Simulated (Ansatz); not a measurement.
# SiH3O2 (SMILES O[SiH]O): UCCSD(T)/def2-TZVP

Aim: the vertical ionisation energy of SiH3O2 at UCCSD(T)/def2-TZVP, from 2 runs. 

Program for the calculation: Ansatz 0.2.0.

24 further runs of the same task are left out: 24 set aside as unsound or not needed. Runs told in other sessions of the task aren't counted.

**1. The molecule**

SiH3O2: 6 atoms, total charge 0, spin state doublet. SMILES: `O[SiH]O`. Geometry: relaxed at PBE0-D4/def2-TZVP. This is one conformer, not always the lowest.

Bond lengths: O1–Si2 1.652 Å, Si2–O3 1.641 Å, O1–H4 0.958 Å, Si2–H5 1.496 Å, O3–H6 0.959 Å. Angles: O1–Si2–O3 107.5°, O1–Si2–H5 112.0°, O3–Si2–H5 104.2°, Si2–O1–H4 117.1°, Si2–O3–H6 117.2°.

**2. The energy at UCCSD(T)/def2-TZVP**

Contents of molecule.yaml:

```yaml
crystal:
  periodic: [false, false, false]
  atoms:
    - {symbol: O, position_ang: [-1.186200, -0.443400, -0.202500]}
    - {symbol: Si, position_ang: [0.358900, 0.083300, -0.457100]}
    - {symbol: O, position_ang: [1.071000, 0.255000, 1.010900]}
    - {symbol: H, position_ang: [-1.625300, -0.879000, -0.934700]}
    - {symbol: H, position_ang: [0.393800, 1.459300, -1.043800]}
    - {symbol: H, position_ang: [0.987700, -0.475200, 1.627200]}
basis:
  gaussian:
    orbitals: def2-TZVP
total_charge: 0
magnetization:
  spin_polarized: true
  initial_magnetization: 1
correlation:
  method: ccsd_t
  frozen_orbitals: {H: 0, O: 1, Si: 5}
accuracy: high
scf:
  omitted_lower_state_checks: [cluster_reference, increment]
```

Run with:

```bash
$ ansatz run molecule.yaml --threads 1 --pin off --max-ram 2610MiB --events-out events.jsonl --progress --plain --runs-dir runs
```

The program printed, shortened:

```text
Warning: RAYON_NUM_THREADS=1 ignored (pool sized by the plan → 1); use --threads N
Functional definition: HF
  name "HF"
[...]
2060 factors; integrals over basis functions are off by at most 3.5e-9 eV
[...]
mean field -11987.72145561 eV, -440.5406379241 hartree, gradient 1.7e-8 eV, S^2 0.754810; 0 other end points of the search recorded, 0 dependent functions left out
7 core orbitals not correlated: weight in the atoms' cores, before any rotation towards them, 1.000 or more for the frozen orbitals, at most 0.000 for the correlated occupied ones
reference -11987.72145561 eV, -440.5406379241 hartree; 10, 9 occupied and 100, 101 virtual orbitals, 2060 factors
second order -15.59941069 eV of doubles, -0.00000000 eV of singles
cycle   1  -15.60288280 eV  change   -3.5e-3 eV  update   8.5e-2
[...]
cycle  24  -16.04971026 eV  change   -1.1e-9 eV  update   1.4e-9
perturbative correction -0.54330520 eV, -0.0199660978 hartree
Total energy: -12004.31447106 eV, -441.1504199949 hartree
Checks for a lower state left out: cluster_reference, increment
```

It took 2.6 min on 1 thread of Arm Neoverse V1, shared host; peak memory 2.3 GiB.

**3. The singlet cation at the same level**

Contents of in.yaml:

```yaml
crystal:
  periodic: [false, false, false]
  atoms:
    - symbol: O
      position_ang: [-1.186200, -0.443400, -0.202500]
    - symbol: Si
      position_ang: [0.358900, 0.083300, -0.457100]
    - symbol: O
      position_ang: [1.071000, 0.255000, 1.010900]
    - symbol: H
      position_ang: [-1.625300, -0.879000, -0.934700]
    - symbol: H
      position_ang: [0.393800, 1.459300, -1.043800]
    - symbol: H
      position_ang: [0.987700, -0.475200, 1.627200]
basis:
  gaussian: {orbitals: def2-TZVP}
total_charge: 1
correlation: {method: ccsd_t, frozen_orbitals: {H: 0, O: 1, Si: 5}}
accuracy: high
scf: {omitted_lower_state_checks: [cluster_reference, increment]}
```

Run with:

```bash
$ ansatz run in.yaml --threads 1 --pin off --max-ram 2610MiB --events-out events.jsonl --progress --plain --runs-dir runs
```

The program printed, shortened:

```text
Warning: RAYON_NUM_THREADS=1 ignored (pool sized by the plan → 1); use --threads N
[... 2 set-up lines as earlier in the session ...]
[...]
2060 factors; integrals over basis functions are off by at most 3.5e-9 eV
[...]
mean field -11979.58758967 eV, -440.2417238644 hartree, gradient 1.6e-8 eV, S^2 0.000000; 0 other end points of the search recorded, 0 dependent functions left out
7 core orbitals not correlated: weight in the atoms' cores, before any rotation towards them, 1.000 or more for the frozen orbitals, at most 0.000 for the correlated occupied ones
reference -11979.58758967 eV, -440.2417238644 hartree; 9, 9 occupied and 101, 101 virtual orbitals, 2060 factors
second order -15.77461872 eV of doubles, -0.00000000 eV of singles
cycle   1  -15.57898353 eV  change    2.0e-1 eV  update   1.1e-1
[...]
cycle  26  -16.10339683 eV  change  -7.3e-10 eV  update   1.4e-9
perturbative correction -0.61368238 eV, -0.0225524115 hartree
Total energy: -11996.30466888 eV, -440.8560651941 hartree
Checks for a lower state left out: cluster_reference, increment
```

Run time: 41 s. Hardware: 1 thread of Arm Neoverse V1, shared host; peak memory 1 GiB.

**4. Summary of results**

At UCCSD(T)/def2-TZVP, 7 core orbitals frozen:

```
                                                   quantity          value
                               doublet SiH3O2: total energy  -441.15042 Eh
doublet SiH3O2: correlation energy (7 core orbitals frozen)     -609.8 mEh
                             doublet SiH3O2: (T) correction     -19.97 mEh
          doublet SiH3O2: ⟨S²⟩ of the reference determinant          0.755
                              doublet SiH3O2: T1 diagnostic          0.015
                               singlet cation: total energy  -440.85607 Eh
singlet cation: correlation energy (7 core orbitals frozen)     -614.3 mEh
                             singlet cation: (T) correction     -22.55 mEh
                              singlet cation: T1 diagnostic          0.019
         vertical ionisation energy (to the singlet cation)       8.010 eV
```

The vertical ionisation energy comes to 8.01 eV (773 kJ/mol). Only the singlet of the ionised species was computed; a triplet could lie lower. The triples (doublet SiH3O2) make up 3.3 % of the correlation energy. The triples (singlet cation) make up 3.7 % of the correlation energy.
